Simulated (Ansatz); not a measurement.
# HOSSi radical (SMILES [O][SiH]=S): functionals against CCSD(T) at one geometry

An exercise on one series of results from a longer session: the logs are not shown, and one member is left open.

The runs use Ansatz 0.2.0, Gaussian basis; single points in def2-TZVPP.

Correlated methods freeze the cores. Orbitals are unrestricted.

### Where the work starts

SMILES `[O][SiH]=S`, 4 atoms, charge 0, spin multiplicity 2.

Atoms are counted from 1 here; the program's logs count them from 0.

Bond lengths: O1–Si2 1.607 Å, Si2–S3 2.083 Å, Si2–H4 1.478 Å. Angles: O1–Si2–S3 121.1°, O1–Si2–H4 128.0°, S3–Si2–H4 110.8°.

As a file:

```
O    -1.5936   -0.1761    0.5037
Si   -0.1014    0.1034   -0.0247
S     1.3761   -1.3602    0.0955
H     0.4365    1.3453   -0.6183
```

The first run:

Input file run/in.yaml:

```yaml
crystal:
  periodic: [false, false, false]
  atoms:
    - {symbol: O, position_ang: [-1.593600, -0.176100, 0.503700]}
    - {symbol: Si, position_ang: [-0.101400, 0.103400, -0.024700]}
    - {symbol: S, position_ang: [1.376100, -1.360200, 0.095500]}
    - {symbol: H, position_ang: [0.436500, 1.345300, -0.618300]}
basis:
  gaussian: {orbitals: def2-TZVPP}
magnetization: {spin_polarized: true, initial_magnetization: 1}
correlation: {method: ccsd_t}
scf: {omitted_lower_state_checks: [cluster_reference]}
output: {forces: true}
```

No record of the launch command was kept for these runs.

Among the steps run: CCSD(T)/def2-TZVPP; PBE0-D4/def2-TZVPP; wB97M-V/def2-TZVPP; r2SCAN-D4/def2-TZVPP; PBE-D4/def2-TZVPP; B97M-V/def2-TZVPP; LC-wPBE/def2-TZVPP.

One table of the session follows, with a row left open; its other results are not shown here.

```
   method  RMS force component (eV/Å)  angle to CCSD(T) forces (°)  dipole (D)
  CCSD(T)                       1.421                    reference        3.72
  PBE0-D4                           ?                            ?           ?
  wB97M-V                       1.658                          2.5        3.99
r2SCAN-D4                       1.204                         14.4        3.22
   PBE-D4                       0.854                         22.0        2.89
   B97M-V                       1.326                         16.5        3.11
  LC-wPBE                       1.831                          3.9        4.14
```

Q: Estimate the row for PBE0-D4 from the others.

**Answer.** RMS force component (eV/Å): 1.521; angle to CCSD(T) forces (°): 6.5; dipole (D): 3.71. In the column «RMS force component (eV/Å)» it lies between CCSD(T) (1.421) and wB97M-V (1.658).
